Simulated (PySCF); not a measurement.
C3H6N (doublet state).
Cartesian coordinates in Å at the GFN2-xTB level; atoms count from 1:
```
atom  x, y, z in Å
C1     1.2300   -0.4145   -0.3702
C2     0.3507    0.6997   -0.0083
C3    -0.7881   -0.0986    0.6086
N4    -1.8697   -0.4348    0.0700
H5     1.0831   -0.9377   -1.2957
H6     1.8429   -0.8798    0.3779
H7     0.7889    1.3669    0.7336
H8     0.0004    1.2620   -0.8745
H9    -0.6001   -0.4703    1.6093
H10   -2.0293   -0.0881   -0.8733
```

The geometry is computed with GFN2-xTB (gas phase). This method treats the open shell by occupation alone, without spin polarisation.

Masses are those of the commonest isotopes; rigid-rotor values at the optimised geometry. The values belong to one conformer with, in the numbering `[H]/[N:4]=[CH:3]\[CH2:2][CH2:1]`, H–C1–C2–C3 84° and -79°, C1–C2–C3–N4 -99°.

Task: What are A, B and C (cm⁻¹)?

Result: Ia = 25.80, Ib = 93.82, Ic = 99.95 u·Å²; 505379 MHz·u·Å²/I gives 19586, 5387 and 5057 MHz, that is A = 0.65333, B = 0.17968, C = 0.16867 cm⁻¹.

Task: What kind of rotor is it?

Result: A near-prolate asymmetric top. Ray's parameter κ = (2B − A − C)/(A − C) = -0.955; −1 is the prolate and +1 the oblate limit.

Task: What does the inertial defect say?

Result: Not planar: Δ = Ic − Ia − Ib = -19.68 u·Å². For a rigid frame Δ = −2 Σ m c², so Σ m c² = 9.84 u·Å² lies off the ab plane: 6.81 from hydrogen and 3.03 from heavier atoms. The atom farthest from that plane is 1.51 Å away.

Task: Give the other two planar moments, Paa and Pbb, and the rms extents of the mass along the axes.

Result: Paa = Σ m a² = (Ib + Ic − Ia)/2 = 83.98 and Pbb = Σ m b² = (Ia + Ic − Ib)/2 = 15.96 u·Å². With the mass M = 56.05 u, the rms extents √(P/M) along a, b and c are 1.22, 0.53, 0.42 Å.

Task: List the rotational levels J(Ka,Kc) to J = 5 (K).

Result: Above 0(0,0), as E/k:
J = 1: 1(0,1) 0.501, 1(1,1) 1.183, 1(1,0) 1.199
J = 2: 2(0,2) 1.503, 2(1,2) 2.169, 2(1,1) 2.217, 2(2,1) 4.261, 2(2,0) 4.261
J = 3: 3(0,3) 3.006, 3(1,3) 3.649, 3(1,2) 3.744, 3(2,2) 5.765, 3(2,1) 5.766, 3(3,1) 9.212, 3(3,0) 9.212
J = 4: 4(0,4) 5.008, 4(1,4) 5.621, 4(1,3) 5.780, 4(2,3) 7.769, 4(2,2) 7.773, 4(3,2) 11.217, 4(3,1) 11.217, 4(4,1) 16.042, 4(4,0) 16.042
J = 5: 5(0,5) 7.508, 5(1,5) 8.087, 5(1,4) 8.324, 5(2,4) 10.275, 5(2,3) 10.284, 5(3,3) 13.724, 5(3,2) 13.724, 5(4,2) 18.549, 5(4,1) 18.549, 5(5,1) 24.753, 5(5,0) 24.753

For this open shell read J as N, the rotation without spin; fine and hyperfine splittings come on top. No frequency check. These are rigid-rotor constants of the computed structure; measured ground-state constants (B0) also hold zero-point vibration.
